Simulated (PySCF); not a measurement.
# Solver options tried on NaN (triplet)

Do solver options change the result for NaN (triplet), or only the number of cycles?

The runs use PySCF 2.14.0; each script names its method and basis.

3 further runs of the same task are left out: 3 that didn't finish.

## 1. Starting geometry

NaN (triplet): 2 atoms, charge 0, spin multiplicity 3.

Bond lengths: Na1–N2 2.230 Å.

## 2. The base run

Contents of input.py:

```python
from pyscf import gto, scf
from pyscf.hessian import thermo

mol = gto.M(
    atom='Na 0 0 0; N 0 0 2.23',
    basis='crenbl',
    ecp={'Na': 'crenbl', 'N': 'crenbl'},
    charge=0,
    spin=2,
    verbose=4,
)
mf = scf.UHF(mol)
mf = mf.newton()
mf.kernel()
hess = mf.Hessian().kernel()
print('wavenumber (cm^-1) =', thermo.harmonic_analysis(mol, hess)['freq_wavenumber'].round(1))
mf.dip_moment()
print('orbital energies (hartree):', [e[max(0, n-3):n+3].round(4) for e, n in zip(mf.mo_energy, mol.nelec)])
```

Launch:

```
$ OMP_NUM_THREADS=1 python input.py
```

Its log is not repeated here.

It gives: E(SCF) = -57.068405 Eh, 5 macro-iterations, ⟨S²⟩ = 2.857, μ = 0.10 D, wavenumbers 391 cm⁻¹.

⟨S²⟩ = 2.86 against 2.00 for a pure state: the determinant is spin-contaminated. The bond length is a typed value, not an optimised one, so the wavenumber is not that of the minimum. The triplet is typed in the script; nothing here shows that it is the ground state.

## 3. Point-group symmetry on

Run 1 changes point-group symmetry: off → on.

Contents of input.py:

```python
from pyscf import gto, scf
from pyscf.hessian import thermo

mol = gto.M(
    atom='Na 0 0 0; N 0 0 2.23',
    basis='crenbl',
    ecp={'Na': 'crenbl', 'N': 'crenbl'},
    charge=0,
    spin=2,
    symmetry=True,
    verbose=4,
)
mf = scf.UHF(mol)
mf = mf.newton()
mf.kernel()
hess = mf.Hessian().kernel()
print('wavenumber (cm^-1) =', thermo.harmonic_analysis(mol, hess)['freq_wavenumber'].round(1))
mf.dip_moment()
print('orbital energies (hartree):', [e[max(0, n-3):n+3].round(4) for e, n in zip(mf.mo_energy, mol.nelec)])
```

Launch:

```
$ OMP_NUM_THREADS=1 python input.py
```

## 4. Convergence threshold 1e-11 hartree

Run 2 changes convergence threshold: default → 1e-11 hartree.

Edit input.py of step 2 so:

```diff
@@ -12,2 +12,3 @@
 mf = scf.UHF(mol)
+mf.conv_tol = 1e-11
 mf = mf.newton()
```

## 5. Convergence threshold 1e-05 hartree

Run 3 changes convergence threshold: default → 1e-05 hartree.

Edit input.py of step 2 so:

```diff
@@ -12,2 +12,3 @@
 mf = scf.UHF(mol)
+mf.conv_tol = 1e-05
 mf = mf.newton()
```

## 6. DIIS space 20

Run 4 changes DIIS space: default → 20.

Edit input.py of step 2 so:

```diff
@@ -12,2 +12,3 @@
 mf = scf.UHF(mol)
+mf.diis_space = 20
 mf = mf.newton()
```

## 7. Initial guess 1e

Run 5 changes initial guess: minao → 1e.

Edit input.py of step 2 so:

```diff
@@ -12,2 +12,3 @@
 mf = scf.UHF(mol)
+mf.init_guess = '1e'
 mf = mf.newton()
```

**Question.** What will these runs give? Wanted: for each run, E(SCF); from base; gap, α spin; SCF dipole; after the SCF.

**Answer**, as computed:

| run | E(SCF) (hartree) | from base (eV) | cycles | gap, α spin (eV) | SCF dipole (D) | after the SCF |
| --- | --- | --- | --- | --- | --- | --- |
| base | -57.068405 | 0 | 5 macro | 16.78 | 0.10 | highest mode 391 cm⁻¹ |
| point-group symmetry on | -57.068405 | 0.0000 | 5 macro | 16.78 | 0.10 | highest mode 391 cm⁻¹ |
| convergence threshold 1e-11 hartree | -57.068405 | 0.0000 | 6 macro | 16.78 | 0.10 | highest mode 391 cm⁻¹ |
| convergence threshold 1e-05 hartree | -57.068402 | +0.0001 | 5 macro | 16.78 | 0.11 | highest mode 391 cm⁻¹ |
| DIIS space 20 | -57.068405 | 0.0000 | 5 macro | 16.78 | 0.10 | highest mode 391 cm⁻¹ |
| initial guess 1e | -56.925696 | +3.8833 | 10 macro | 3.32 | 1.49 | highest mode 441 cm⁻¹ |

Distance from each run's final energy (log10 hartree) by cycle:

| run | cycle 1 | cycle 2 | cycle 3 | cycle 5 | cycle 8 | cycle 12 |
| --- | --- | --- | --- | --- | --- | --- |
| base | -1.8 | -2.2 | -3.8 | < -11 | done | done |
| point-group symmetry on | -1.8 | -2.2 | -3.8 | < -11 | done | done |
| convergence threshold 1e-11 hartree | -1.8 | -2.2 | -3.8 | < -11 | done | done |
| convergence threshold 1e-05 hartree | -1.8 | -2.2 | -3.8 | < -11 | done | done |
| DIIS space 20 | -1.8 | -2.2 | -3.8 | < -11 | done | done |
| initial guess 1e | 1.5 | 1.2 | 0.8 | 0.0 | -4.6 | done |

What this shows: The SCF energy stays the same, to the digits that matter, with point-group symmetry on or convergence threshold 1e-11 hartree or DIIS space 20. Of the runs whose energies can be compared, “initial guess 1e” moves the SCF energy most (+3.883 eV). With initial guess 1e the SCF ends in another solution, 3.88 eV higher: the path to self-consistency decides the state here. The cycles with DIIS space 20 repeat those of the base digit for digit, so the setting never acted.
